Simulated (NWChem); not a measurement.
C2H6S anion, doublet; SMILES of the neutral closed-shell parent CCS

```xyz
9

C      0.3746    -1.6816    -0.1192
C     -0.5564    -0.4780     0.0189
S      0.2828     1.1485    -0.1873
H     -0.1883    -2.6277    -0.0010
H      1.1557    -1.6450     0.6570
H      0.8675    -1.6844    -1.1047
H     -1.3654    -0.5264    -0.7229
H     -1.0115    -0.4770     1.0321
H      0.4098     1.2508     1.3310
```
Atoms are numbered in this order, from 1.

Program: NWChem. Pople sets run with spherical d functions. Spin-unrestricted. Sets without diffuse functions describe the anion's extra electron poorly. All runs use the structure optimised with B3LYP/def2-SVPD, spin-unrestricted. Not confirmed as a minimum by frequencies. The spin multiplicity was typed, not searched, and may not be the lowest. No stability test was run on the SCF state. The highest occupied level is positive, so the extra electron may be held by the finite basis. Atomic charges in e: unrestrained fits to the electrostatic potential beside Mulliken populations; buried atoms are poorly determined by the fit.

Task: What does the run give for UHF/6-31G*? Quantities: ESP C1; Mulliken C1; ESP C2; Mulliken C2; ESP S3; Mulliken S3; relative RMS misfit of the potential (%).

Result: 
```
Quantity                                  Result
----------------------------------------  ------
ESP C1                                     -0.03
Mulliken C1                                -0.44
ESP C2                                      0.55
Mulliken C2                                -0.36
ESP S3                                     -0.89
Mulliken S3                                -0.45
relative RMS misfit of the potential (%)       7
```
